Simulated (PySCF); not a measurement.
Molecule: SMILES P, H3P.

Geometry (Å), atoms numbered from 1 in this order:
```xyz
4

P    -0.0037    0.0053    0.5048
H    -0.5815    1.0469   -0.2843
H     1.1976   -0.0154   -0.2685
H    -0.6119   -1.0250   -0.2763
```

Geometry PBE0-D3(BJ)/def2-SVP throughout; GIAO in PySCF, gas phase, one conformer, non-relativistic; equivalent atoms averaged; basis pcSseg-2.

Problem. How do the absolute shieldings σ depend on the functional? (ppm; last column core-seconds on 1 thread of an Arm Neoverse V2, shared host)

Solution. 
```tsv
functional	kind	P1	H2/H3/H4	core-s
WP04	global hybrid	514.7	29.73	1.2
B97-2	global hybrid	571.9	29.31	1.1
BHandHLYP	global hybrid	564.9	29.35	1.1
CAM-B3LYP	range-separated hybrid	561.4	29.28	1.4
wB97X-D	range-separated hybrid	569.3	29.26	1.4
LC-wPBE	range-separated hybrid	576.1	29.22	1.8
```

Problem. Which nucleus moves most, in ppm?

Solution. P1 (phosphorus bonded to 3 H): from 514.7 ppm with WP04 to 576.1 ppm with LC-wPBE. The smallest spread is 0.52 ppm, at H2/H3/H4.
